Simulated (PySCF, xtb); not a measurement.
LiF, SMILES [F][Li].

GFN2-xTB run with xtb 6.7.1 at its own geometry gives an orbital gap of 5.17 eV and a dipole moment of 6.06 D.

Geometry: PBE-D3(BJ)/def2-TZVPD.

What does ωB97X/def2-TZVPD (PySCF) give? (The exact figures need the calculation; the answer reports its results.)

gap 10.65 eV (levels -10.46 and 0.19 eV), dipole 6.38 D.
